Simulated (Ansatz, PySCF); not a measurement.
Species: CCl4, charge 0, multiplicity 1. SMILES: ClC(Cl)(Cl)Cl
Geometry from a B3LYP-D3(BJ)/def2-TZVP (Ansatz, an electronic-structure program) optimisation:
```
C
Cl 1 1.7795
Cl 1 1.7795 2 109.47
Cl 1 1.7795 2 109.47 3 -120.00
Cl 1 1.7795 2 109.47 4 -120.00
```

B3LYP/6-31G* beside other levels, property by property. Terms: non-relativistic; UHF or UKS for open shells; frozen cores in correlated levels; atomisation electronic, to ground-state atoms; spin-orbit terms left out; 6-31G* and kin with 6d, 5d where marked; no dispersion term unless named. Basis-set limits of correlation are two-point, X^-3; Hartree-Fock from the larger set. The bracket is a focal-point correction in the basis named. Ab initio and DFT rows: single points at B3LYP-D3(BJ) geometries (Ansatz), with unscaled harmonic terms from B3LYP/6-31G* (Ansatz) at its own minima, enthalpies of formation by atomisation with measured atoms.

Measured values: Active Thermochemical Tables 1.112 (ions: stationary electron), as tabulated in the package chemicals; they hold spin-orbit and core effects, anharmonicity. Coupled cluster (Ansatz) is a level with limits of its own, used here on species with T1 under 0.025 (0.045 for open shells) and stable references: (a) RI-MP2/CBS(aug-cc-pV(T+d)Z,aug-cc-pV(Q+d)Z)+[CCSD(T)-MP2]/aug-cc-pV(T+d)Z; (b) RI-MP2/CBS(cc-pV(T+d)Z,cc-pV(Q+d)Z)+[CCSD(T)-MP2]/cc-pV(T+d)Z.

| property | B3LYP/6-31G* (Ansatz) | B3LYP/STO-3G (Ansatz) | PBE0/def2-TZVPD (Ansatz) | M06-2X/def2-TZVPD (PySCF) | to compare with |
|---|---|---|---|---|---|
| atomisation energy (kcal/mol) | 290.3 | 313.8 | 318.5 | 315.1 | 314.6 coupled cluster (a) |
| C-Cl bond dissociation enthalpy at 298 K, to Cl[C](Cl)Cl + Cl atom (kcal/mol) | 58.7 | 70.5 | 63.9 | 68.0 | 69.9 coupled cluster (b) |
| enthalpy of formation at 298 K (kcal/mol) | -0.7 | -24.2 | -28.8 | -25.4 | -23.3 measured |

As the rows show:
- atomisation energy: B3LYP/6-31G* lies 24.3 kcal/mol below coupled cluster.
- C-Cl bond dissociation enthalpy at 298 K, to Cl[C](Cl)Cl + Cl atom: B3LYP/6-31G* lies 11.2 kcal/mol below coupled cluster.
- enthalpy of formation at 298 K: B3LYP/6-31G* lies 22.6 kcal/mol above the measured value.

The properties are those with a value to compare with, at most eight drawn at random. No case is left out for the size of its miss. Left out are saddle points of the reference geometry, anions that the best level run finds unbound, excited spin states, species near biochemistry, 298 K rows of species without real B3LYP wavenumbers, cases with under five habitual levels, runs that failed or that the program found above a lower state of the same kind, table entries that another table contradicts, and a share of species set aside by lot.
